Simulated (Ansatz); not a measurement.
# AlH5OSi: the cost of one run

Method: RKS BLYP-D4/def2-SVP, in Ansatz 0.2.0.

### 1 The system as given

Bond lengths: Al1–O2 1.980 Å, Al1–Si3 2.516 Å, O2–Si3 1.680 Å, Si3–H4 1.460 Å, Si3–H5 1.460 Å, Si3–H6 1.460 Å, Al1–H7 1.760 Å, Al1–H8 1.560 Å. Angles (14 of 17 angles, heavy atoms first): Al1–O2–Si3 86.4°, O2–Al1–Si3 41.8°, Al1–Si3–O2 51.8°, O2–Al1–H7 42.8°, O2–Al1–H8 159.9°, Si3–Al1–H7 83.8°, Si3–Al1–H8 118.6°, Al1–Si3–H4 65.6°, Al1–Si3–H5 150.2°, Al1–Si3–H6 99.4°, O2–Si3–H4 109.5°, O2–Si3–H5 109.5°, O2–Si3–H6 109.5°, H7–Al1–H8 157.3°.

Coordinates:

```xyz
8

Al    0.0000    0.0000    0.0000
O     1.2704    0.0000    1.5187
Si   -0.0443   -0.4067    2.4823
H    -0.9686   -1.2403    1.7191
H     0.4198   -1.1432    3.6544
H    -0.7283    0.8095    2.9120
H     1.7458    0.0000    0.2228
H    -1.3510    0.0000   -0.7800
```

### 2 Pulling towards end A

Springs on the bonds that form and break draw the guess towards this end; the thresholds are loose.

input.yaml reads:

```yaml
crystal:
  periodic: [false, false, false]
  atoms:
    - { symbol: Al, position_ang: [0.0, 0.0, 0.0] }
    - { symbol: O, position_ang: [1.2704, 0.0, 1.5187] }
    - { symbol: Si, position_ang: [-0.0443, -0.4067, 2.4823] }
    - { symbol: H, position_ang: [-0.9686, -1.2403, 1.7191] }
    - { symbol: H, position_ang: [0.4198, -1.1432, 3.6544] }
    - { symbol: H, position_ang: [-0.7283, 0.8095, 2.912] }
    - { symbol: H, position_ang: [1.7458, 0.0, 0.2228] }
    - { symbol: H, position_ang: [-1.351, 0.0, -0.78] }
basis:
  gaussian: { orbitals: def2-SVP }
hamiltonian:
  xc: blyp
  dispersion: d4
relax:
  f_tol: 0.15
  max_steps: 25
  restrain:
    - { distance: [1, 6], at: 2.21, k: 30.0 }
    - { distance: [0, 1], at: 1.78, k: 30.0 }
    - { distance: [0, 6], at: 1.56, k: 30.0 }
```

Command:

```bash
$ ansatz run input.yaml --threads 1 --pin off --max-ram 2048MiB --backend cpu --events-out ev --progress --plain --runs-dir out
```

**Question.** How long does this run take on 1 thread of Arm Neoverse V1, shared host, and how much memory does it need?

About 23 s, with a peak of 0.13 GiB.
